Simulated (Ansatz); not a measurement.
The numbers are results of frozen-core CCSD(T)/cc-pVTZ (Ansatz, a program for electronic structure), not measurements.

Ansatz 0.2 input:
```yaml
crystal:
  periodic: [false, false, false]
  atoms:
    - { symbol: F, position_ang: [0.0, 0.0, 0.0] }
basis:
  gaussian: { orbitals: cc-pVTZ }
correlation:
  method: ccsd_t
magnetization:
  spin_polarized: true
  initial_magnetization: 1
```

Output:

```
Functional definition: HF
185 factors; integrals over basis functions are off by at most 2.5e-4 eV
mean field evaluation 1: about -2704.7552 eV, gradient 9.0e0 eV
mean field evaluation 2: about -2704.7557 eV, gradient 9.0e0 eV
mean field evaluation 4: about -2704.9590 eV, gradient 9.3e-1 eV
mean field evaluation 8: about -2704.9621 eV, gradient 9.1e-4 eV
mean field evaluation 16: about -2704.9621 eV, gradient 5.9e-2 eV
mean field evaluation 32: about -2704.9622 eV, gradient 3.7e-3 eV
mean field evaluation 64: about -2704.9618 eV, gradient 2.1e-1 eV
mean field -2704.96213149 eV, -99.4055248430 hartree, gradient 3.6e-6 eV, S^2 0.753414; 4 other end points of the search recorded, 0 dependent functions left out
1 core orbitals not correlated
reference -2704.96213149 eV, -99.4055248430 hartree; 4, 3 occupied and 25, 26 virtual orbitals, 185 factors
second order -5.43778377 eV of doubles, -0.00000000 eV of singles
cycle   1  -5.66481536 eV  change   -2.3e-1 eV  update   2.3e-2
cycle   2  -5.74147716 eV  change   -7.7e-2 eV  update   6.7e-3
cycle   3  -5.74859132 eV  change   -7.1e-3 eV  update   2.3e-3
cycle   4  -5.74777112 eV  change    8.2e-4 eV  update   8.4e-4
cycle   5  -5.74829468 eV  change   -5.2e-4 eV  update   2.0e-4
cycle   6  -5.74827830 eV  change    1.6e-5 eV  update   3.8e-5
cycle   7  -5.74828152 eV  change   -3.2e-6 eV  update   8.4e-6
perturbative correction -0.09769022 eV, -0.0035900495 hartree
Total energy: -2710.80810323 eV, -99.6203603419 hartree
```

Cost: around 1.1 core-seconds (rough).
